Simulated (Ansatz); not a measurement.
Input file:

```yaml
crystal:
  periodic: [false, false, false]
  atoms:
    - {symbol: Al, position_ang: [-0.059867, 0.000147, -0.132768]}
    - {symbol: H, position_ang: [0.448722, 0.001802, 1.985772]}
    - {symbol: H, position_ang: [-0.317066, -0.008906, 1.956389]}
    - {symbol: H, position_ang: [0.733301, 1.383310, -0.188797]}
    - {symbol: H, position_ang: [0.737612, -1.380129, -0.199290]}
basis:
  gaussian: {orbitals: cc-pVTZ}
total_charge: 1
hamiltonian: {xc: {name: r2SCAN}}
```

```sh
$ ansatz run in.yaml --threads 1 --pin off --events-out ev --progress --plain --max-ram 2816MiB --backend cpu
```

Log:

```
513 factors; their error is unknown
mean field evaluation 1: about -6649.7769 eV, gradient 1.7e1 eV
mean field evaluation 2: about -6650.3093 eV, gradient 1.3e1 eV
mean field evaluation 4: about -6651.1508 eV, gradient 2.3e-1 eV
mean field evaluation 8: about -6651.1426 eV, gradient 2.0e-3 eV
mean field -6651.14262961 eV, -244.4249833318 hartree, gradient 4.4e-6 eV, S^2 0.000000; 0 other end points of the search recorded, 0 dependent functions left out
reference -6651.14264257 eV, -244.4249838080 hartree; 8, 8 occupied and 82, 82 virtual orbitals, 513 factors
Total energy: -6651.14264257 eV, -244.4249838080 hartree
```

Ran on 1 thread of AMD EPYC 7R13, shared host: 1.2 s wall, 0.18 GiB peak host memory.
